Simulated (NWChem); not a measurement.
**ozone (O3)**

```xyz
3

O     -1.0889     0.0000    -0.2168
O      0.0000     0.0000     0.4335
O      1.0889     0.0000    -0.2168
```
Charge 0, spin multiplicity 1.

Everything below was run with NWChem. All single points use one geometry, from PBE/def2-SVP, a minimum by its harmonic frequencies.

The species is likely to have several important configurations. No SCF solution was tested for a lower state. Open-shell Hartree-Fock references start from PBE0 orbitals.

Worked example. At CCSD(T)/def2-TZVP the molecule has a total energy of -225.14178 Ha and the free atoms (multiplicities O 3) O -74.97680 Ha. The electronic atomisation energy is the atoms' sum less the molecule's energy.

3·(-74.97680) = -224.93040 Ha for the atoms; less the molecule's energy this leaves 0.21138 Ha, or 132.6 kcal/mol (555 kJ/mol), without zero-point, thermal or spin-orbit terms.
